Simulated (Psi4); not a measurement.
# MN15/aug-cc-pVDZ (sweep point 1) run of OH− (hydroxide)

Aim: a geometry optimisation of OH− (hydroxide). 

The results are computed with Psi4 1.11.

3 further runs of the same task are left out: 3 set aside as unsound or not needed.

**1. The molecule**

The species is OH− (2 atoms), meant as a singlet with charge -1. SMILES: `[OH-]`. The coordinates come from a PBE0-D4/def2-TZVPD relaxation. The run starts from this shape.

Bond lengths: O1–H2 0.964 Å.

**2. A structure relaxation at MN15/aug-cc-pVDZ (sweep point 1)**

File input.in:

```
memory 1.6 GB

molecule mol {
  -1 1
  O      0.411800    -0.131800     0.212500
  H     -0.411800     0.131800    -0.212500
  symmetry c1
}

set {
  basis aug-cc-pVDZ
  puream true
  scf_type pk
  dft_radial_points 99
  dft_spherical_points 590
  g_convergence gau_tight
  geom_maxiter 50
}

opt('mn15')
```

The run is started by

```sh
$ psi4 -i input.in -o input.out -n 1
```

Q: Predict the results. Wanted: total energy at the end; HOMO energy; LUMO energy; HOMO–LUMO gap; bond length.

Computed results:

Level: MN15/aug-cc-pVDZ (sweep point 1).

```
                                             quantity         value
                              total energy at the end  -75.73186 Eh
                                          HOMO energy      -0.10 eV
                                          LUMO energy       5.17 eV
HOMO–LUMO gap (to an unbound level, set by the basis)       5.27 eV
                                          bond length       0.970 Å
```

At the final geometry: Bond lengths: O1–H2 0.970 Å. The optimisation took 3 steps and changed the energy by -0.001 eV.
